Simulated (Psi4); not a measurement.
**C2H8N2 (1,1-dimethylhydrazine) at CAM-B3LYP/6-31G(d) (spherical functions)**

What is the energy change on altering one bond length of C2H8N2 (1,1-dimethylhydrazine) at CAM-B3LYP/6-31G* (spherical functions)? 

The results are computed with Psi4 1.11.

2 further runs of the same task are left out: 2 set aside as unsound or not needed.

### Step 1. The structure to begin with

C2H8N2 has 12 atoms, charge 0, and is taken as a singlet. SMILES: `CN(C)N`. The shape is that of a PBE0-D4/def2-TZVP optimisation. This is one conformer, not always the lowest.

Bond lengths: C1–N2 1.444 Å, N2–C3 1.443 Å, N2–N4 1.411 Å, C1–H5 1.092 Å, C1–H6 1.107 Å, C1–H7 1.092 Å, C3–H8 1.092 Å, C3–H9 1.089 Å, C3–H10 1.105 Å, N4–H11 1.024 Å, N4–H12 1.013 Å. Some angles: C1–N2–C3 111.9°, C1–N2–N4 112.6°, C3–N2–N4 109.0°, N2–C1–H5 110.0°, N2–C1–H6 112.3°, N2–C1–H7 109.8°, N2–C3–H8 109.5°, N2–C3–H9 109.1°, N2–C3–H10 112.6°, N2–N4–H11 110.5°.

### Step 2. The energy at CAM-B3LYP/6-31G(d) (spherical functions)

File input.inp:

```
memory 2.2 GB

molecule {
  C     -0.952780    -0.799160    -0.047750
  N     -0.054320     0.204910     0.471800
  C      1.328950    -0.161040     0.285210
  N     -0.273210     1.476640    -0.098810
  H     -0.758940    -1.759430     0.435710
  H     -0.844930    -0.935230    -1.140790
  H     -1.986150    -0.514420     0.161870
  H      1.527520    -1.105400     0.796580
  H      1.963760     0.615630     0.709740
  H      1.595880    -0.285320    -0.780290
  H     -0.434210     1.395340    -1.106410
  H     -1.111540     1.867480     0.313130
  units angstrom
  symmetry c1
  no_reorient
  no_com
}

set basis 6-31G*
set reference rks
set puream true
set e_convergence 1e-09
set d_convergence 1e-08
set scf_type pk
set dft_radial_points 99
set dft_spherical_points 590

energy('cam-b3lyp')
```

Started as:

```
psi4 -n 1 input.inp input.out
```

input.out:

```text
[...]
  Running in c1 symmetry.
[...]
  Nuclear repulsion =  139.810453614986670
[...]
  Multiplicity = 1
[...]
  Nalpha       = 17
  Nbeta        = 17
[...]
    Number of basis functions: 72
[...]
   @RKS iter   1:  -190.15015970583423   -3.41800e-01   9.11052e-03 ADIIS/DIIS
[...]
   @RKS iter  12:  -190.37431764897937   -7.67386e-13   3.09816e-09 DIIS
[...]
    Orbital Energies [Eh]
    ---------------------
    Doubly Occupied:
       1A    -14.411035     2A    -14.397770     3A    -10.264837
       4A    -10.256148     5A     -1.054087     6A     -0.871226
       7A     -0.783051     8A     -0.680511     9A     -0.571367
      10A     -0.553853    11A     -0.518243    12A     -0.488707
      13A     -0.455256    14A     -0.441458    15A     -0.425463
      16A     -0.309981    17A     -0.275628
[...]
  @RKS Final Energy:  -190.37431764897937
   => Energetics <=
    Nuclear Repulsion Energy =            139.8104536149866703
    One-Electron Energy =                -533.2875326345238136
    Two-Electron Energy =                 223.0296787507846545
    DFT Exchange-Correlation Energy =     -19.9269173802268753
    Empirical Dispersion Energy =           0.0000000000000000
    VV10 Nonlocal Energy =                  0.0000000000000000
    Total Energy =                       -190.3743176489793711
[...]
 Multipole Moments:
 ------------------------------------------------------------------------------------
     Multipole            Electronic (a.u.)      Nuclear  (a.u.)        Total (a.u.)
 ------------------------------------------------------------------------------------
 L = 1.  Multiply by 2.5417464519 to convert [e a0] to [Debye]
 Dipole X            :         -0.2579944           -0.1593039           -0.4172983
 Dipole Y            :        -10.3093016            9.9934387           -0.3158629
 Dipole Z            :         -6.8703571            6.4727466           -0.3976104
 Magnitude           :                                                    0.6572681
[...]
```

Run time: 32 s. Hardware: 1 thread of AMD EPYC 7R43 (Zen 3), shared host; peak memory 1.6 GiB.

### Step 3. The distorted shape at the same level

File run.py:

```python
import psi4

psi4.set_memory(2200000000)
psi4.set_num_threads(1)
psi4.set_output_file('psi4.out', False)

m = psi4.geometry("""
0 1
C
N 1 1.444063
C 2 1.442973 1 111.93614
N 2 1.410959 3 108.96591 1 -125.23335
H 1 1.09244 2 109.97234 4 -178.91909
H 1 1.106744 5 108.16221 2 123.0209
H 1 1.092186 5 108.1864 6 117.09033
H 3 1.092129 2 109.45363 4 175.27773
H 3 2.3963 8 109.15392 2 119.36156
H 3 1.105435 8 108.07118 2 -122.97907
H 4 1.023615 2 110.54231 3 82.81938
H 4 1.012545 11 107.51196 2 -117.86671
units angstrom
symmetry c1
no_reorient
no_com
""")

options = {'basis': '6-31G*', 'reference': 'rks', 'puream': True, 'e_convergence': 1e-09, 'd_convergence': 1e-08, 'scf_type': 'pk', 'dft_radial_points': 99, 'dft_spherical_points': 590}
psi4.set_options(options)

energy_value, wavefunction = psi4.energy("cam-b3lyp", return_wfn=True)
psi4.oeprop(wavefunction, "MAYER_INDICES", "MULLIKEN_CHARGES", "DIPOLE", title="CAM-B3LYP")
print('E =', round(energy_value, 9))
for k, v in sorted(psi4.core.scalar_variables().items()):
    print(f'{k:45s} {v:18.10f}')
```

Started as:

```
python run.py
```

psi4.out:

```text
[...]
  Running in c1 symmetry.
[...]
  Nuclear repulsion =  136.616089084549174
[...]
  Multiplicity = 1
[...]
  Nalpha       = 17
  Nbeta        = 17
[...]
    Number of basis functions: 72
[...]
   @RKS iter   1:  -189.82186689646369   -3.30504e-01   1.03493e-02 ADIIS/DIIS
[...]
   @RKS iter  13:  -190.18603111685445   -1.01466e-11   6.55927e-09 DIIS
[...]
    Orbital Energies [Eh]
    ---------------------
    Doubly Occupied:
       1A    -14.438852     2A    -14.406862     3A    -10.323148
       4A    -10.286846     5A     -1.072172     6A     -0.886638
       7A     -0.789356     8A     -0.687675     9A     -0.583888
      10A     -0.557960    11A     -0.538187    12A     -0.497241
      13A     -0.473784    14A     -0.458222    15A     -0.327118
      16A     -0.308697    17A     -0.269522
[...]
  @RKS Final Energy:  -190.18603111685445
   => Energetics <=
    Nuclear Repulsion Energy =            136.6160890845491735
    One-Electron Energy =                -526.3289296939020687
    Two-Electron Energy =                 219.2961817649544685
    DFT Exchange-Correlation Energy =     -19.7693722724560246
    Empirical Dispersion Energy =           0.0000000000000000
    VV10 Nonlocal Energy =                  0.0000000000000000
    Total Energy =                       -190.1860311168544513
[...]
 Multipole Moments:
 ------------------------------------------------------------------------------------
     Multipole            Electronic (a.u.)      Nuclear  (a.u.)        Total (a.u.)
 ------------------------------------------------------------------------------------
 L = 1.  Multiply by 2.5417464519 to convert [e a0] to [Debye]
 Dipole X            :         -0.0738132            0.3579484            0.2841352
 Dipole Y            :          1.7048463           -1.5092361            0.1956102
 Dipole Z            :         -0.4716280           -0.9534025           -1.4250304
 Magnitude           :                                                    1.4661882
[...]
  Mulliken Charges: (a.u.)
   Center  Symbol    Alpha    Beta     Spin     Total
       1     C     3.15752  3.15752  0.00000 -0.31503
       2     N     3.62160  3.62160  0.00000 -0.24320
       3     C     3.05822  3.05822  0.00000 -0.11644
       4     N     3.78341  3.78341  0.00000 -0.56681
       5     H     0.41850  0.41850  0.00000  0.16300
       6     H     0.43808  0.43808  0.00000  0.12383
       7     H     0.41884  0.41884  0.00000  0.16232
       8     H     0.42263  0.42263  0.00000  0.15475
       9     H     0.54804  0.54804  0.00000 -0.09609
      10     H     0.43248  0.43248  0.00000  0.13505
      11     H     0.35932  0.35932  0.00000  0.28137
[...]
```

The script printed:

```text
E = -190.186031117
CURRENT ENERGY                                   -190.1860311169
CURRENT REFERENCE ENERGY                         -190.1860311169
DD SOLVATION ENERGY                                 0.0000000000
DFT FUNCTIONAL TOTAL ENERGY                      -190.1860311169
DFT TOTAL ENERGY                                 -190.1860311169
DFT VV10 ENERGY                                     0.0000000000
DFT XC ENERGY                                     -19.7693722725
GRID ELECTRONS ALPHA                               16.9999988196
GRID ELECTRONS BETA                                16.9999988196
GRID ELECTRONS TOTAL                               33.9999976393
NUCLEAR REPULSION ENERGY                          136.6160890845
ONE-ELECTRON ENERGY                              -526.3289296939
PCM POLARIZATION ENERGY                             0.0000000000
PE ENERGY                                           0.0000000000
SCF ITERATION ENERGY                             -190.1860311169
SCF ITERATIONS                                     13.0000000000
SCF TOTAL ENERGY                                 -190.1860311169
TWO-ELECTRON ENERGY                               219.2961817650
XC GRID RADIAL POINTS                              99.0000000000
XC GRID SPHERICAL POINTS                          590.0000000000
XC GRID TOTAL POINTS                           656863.0000000000
```

Run time: 33 s. Hardware: 1 thread of AMD EPYC 7R43 (Zen 3), shared host; peak memory 1.6 GiB.

### Step 4. Summary of results

At CAM-B3LYP/6-31G* (spherical functions):

| quantity | value |
| --- | --- |
| first shape: total energy | -190.37432 Eh |
| first shape: dipole moment | 1.67 D |
| first shape: HOMO energy | -7.50 eV |
| first shape: LUMO energy | 3.41 eV |
| first shape: HOMO–LUMO gap | 10.91 eV |
| distorted shape: total energy | -190.18603 Eh |
| distorted shape: dipole moment | 3.73 D |
| distorted shape: HOMO energy | -7.33 eV |
| distorted shape: LUMO energy | -1.20 eV |
| distorted shape: HOMO–LUMO gap | 6.14 eV |
| energy change with the C3–H9 bond stretched from 1.089 to 2.396 Å | 5.124 eV |

In words: With the C3–H9 bond stretched from 1.089 to 2.396 Å the energy rises by 5.12 eV (494 kJ/mol). The first shape isn't relaxed at this level, so the change isn't measured from a minimum. A restricted reference can't describe the breaking bond well at this length.
